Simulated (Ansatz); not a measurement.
# BClH3N: the cost of one run

All numbers below are computed with Ansatz 0.2.0 (RKS PBE0-D4/def2-SVP).

### Step 1. Starting point

Bond lengths: B1–Cl2 1.860 Å, B1–H3 1.190 Å, B1–N4 1.550 Å, N4–H5 1.060 Å, N4–H6 1.060 Å. Angles: Cl2–B1–H3 120.0°, Cl2–B1–N4 120.0°, H3–B1–N4 120.0°, B1–N4–H5 120.0°, B1–N4–H6 120.0°, H5–N4–H6 120.0°.

As a file:

```xyz
6

B     0.0000    0.0000    0.0000
Cl    0.0000    0.0000    1.8600
H     1.0305    0.0000   -0.5950
N    -1.3423    0.0000   -0.7750
H    -2.0112   -0.8164   -0.6764
H    -1.5914    0.8164   -1.4036
```

### Step 2. Preparing the start

Input file input.yaml:

```yaml
crystal:
  periodic: [false, false, false]
  atoms:
    - { symbol: B, position_ang: [0.0, 0.0, 0.0] }
    - { symbol: Cl, position_ang: [0.0, 0.0, 1.86] }
    - { symbol: H, position_ang: [1.0305, 0.0, -0.595] }
    - { symbol: "N", position_ang: [-1.3423, 0.0, -0.775] }
    - { symbol: H, position_ang: [-2.0112, -0.8164, -0.6764] }
    - { symbol: H, position_ang: [-1.5914, 0.8164, -1.4036] }
basis:
  gaussian: { orbitals: def2-SVP }
hamiltonian:
  xc: pbe0
  dispersion: d4
relax:
  f_tol: 0.02
  max_steps: 40
```

On the command line:

```console
$ ansatz run input.yaml --threads 1 --pin off --max-ram 2048MiB --backend cpu --events-out ev --progress --plain --runs-dir out
```

**Question.** How long does this run take on 1 thread of Arm Neoverse V1, shared host, and how much memory does it need?

About 13 s, with a peak of 0.12 GiB.
